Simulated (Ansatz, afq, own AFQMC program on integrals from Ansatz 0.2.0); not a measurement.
AlGaSiH, quartet: AFQMC among the cluster methods

```xyz
4

Ga    0.0000   -0.3688    3.3139
Al    0.0000   -0.5276    0.6765
Si    0.0000    0.0350   -5.8282
H     0.0000    0.8614    1.8378
```

Connectivity, by distances: Si ··· Ga–Al, 1 bridging H.

Basis cc-pVDZ. Only valence electrons are correlated. Integrals, coupled cluster, full CI and functionals: Ansatz 0.2.0; the random walks run on the same integrals in our own AFQMC program. ph-AFQMC/CISD is guided by a CISD state made of CCSD amplitudes; releasing the constraint for a short imaginary time cuts its bias at the price of noise, slowly where states lie close. Error bars are statistical, one sigma. No spin–orbit coupling.

Determinant: UHF, the one that the program's search chose, which needn't be the lowest solution. The geometry is a point of a scan.

No full CI on the walks' own integrals is used here; CCSDT(Q) serves as the reference and is uncertain by about the last step of the cluster series.

Cautions: no relativity below Rb; no spin-orbit coupling; inner d shell frozen; lower spins were not checked; unrestricted determinant slightly spin contaminated (⟨S²⟩ 3.84 against 3.75); the released energies are still falling, so no released level is given (meV from the phaseless value at times in 1/Eh: -10 ± 16 at 0.24, -23 ± 15 at 0.51, -40 ± 12 at 0.99, -51 ± 14 at 1.62, -68 ± 18 at 2.40), though the last usable value meets CCSDT(Q) within the noise.

The T1 diagnostic is 0.0253 and the weight of the determinant in the CISD state is 0.814. The ⟨S²⟩ of the determinant is 3.838. The size of the correlated space is 11 electrons in 44 orbitals.

```
  level  correlation energy (eV)
    MP2                  -3.7478
   CCSD                  -5.1999
CCSD(T)                  -5.3399
```

Problem. Estimate where phaseless AFQMC with a CISD trial lies against CCSD(T) on the same integrals.

Solution. 23.1 ± 15.8 meV above CCSD(T). The gap is under twice the noise, so this walk alone can't tell the two apart.

Reference: CCSDT(Q), correlation energy -5.391 eV.

```json
{"level": "CCSD(T)", "E − E(reference) (meV)": "51.0", "share of correlation (%)": "99.05"}
{"level": "CCSDT", "E − E(reference) (meV)": "7.0", "share of correlation (%)": "99.87"}
{"level": "ph-AFQMC/HF", "E − E(reference) (meV)": "187.0 ± 54.8", "share of correlation (%)": "96.53"}
{"level": "ph-AFQMC/CISD", "E − E(reference) (meV)": "74.1 ± 15.8", "share of correlation (%)": "98.63"}
```
